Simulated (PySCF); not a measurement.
AlF + HF → AlH + F₂

Level: B3LYP in the def2-TZVP basis family, all electrons, no relativity, computed in PySCF with density fitting; open shells unrestricted.

```json
{"species": "AlF", "state and structure": "singlet, C∞v, Al–F 1.672 Å", "E (Eh)": "-342.41115", "ZPE (kJ/mol)": "4.6", "H(298 K) − H(0) (kJ/mol)": "8.9", "S° (J/(mol K))": "215.3"}
{"species": "HF", "state and structure": "singlet, C∞v, H–F 0.924 Å", "E (Eh)": "-100.49049", "ZPE (kJ/mol)": "24.4", "H(298 K) − H(0) (kJ/mol)": "8.7", "S° (J/(mol K))": "173.7"}
{"species": "AlH", "state and structure": "singlet, C∞v, Al–H 1.662 Å", "E (Eh)": "-243.00601", "ZPE (kJ/mol)": "9.8", "H(298 K) − H(0) (kJ/mol)": "8.7", "S° (J/(mol K))": "187.8"}
{"species": "F₂", "state and structure": "singlet, D∞h, F–F 1.396 Å", "E (Eh)": "-199.59957", "ZPE (kJ/mol)": "6.3", "H(298 K) − H(0) (kJ/mol)": "8.8", "S° (J/(mol K))": "202.2"}
```

Q: What is the electronic reaction energy?

A: At B3LYP/def2-TZVP, ΔE = 777.3 kJ/mol from the differences of the total energies times 2625.5, uphill. 

Q: Add zero-point, thermal and entropy terms for 298.15 K and 1 bar.

A: ΔZPE = -12.9 and Δ[H(298) − H(0)] = -0.1 kJ/mol give ΔH° = 764.3 kJ/mol. ΔS° = 1.0 J/(mol K), so ΔG° = 764.3 − 298.15 × (0.0010) = 764 kJ/mol.

The structures come from searches over a few start shapes, so lower isomers are not excluded.
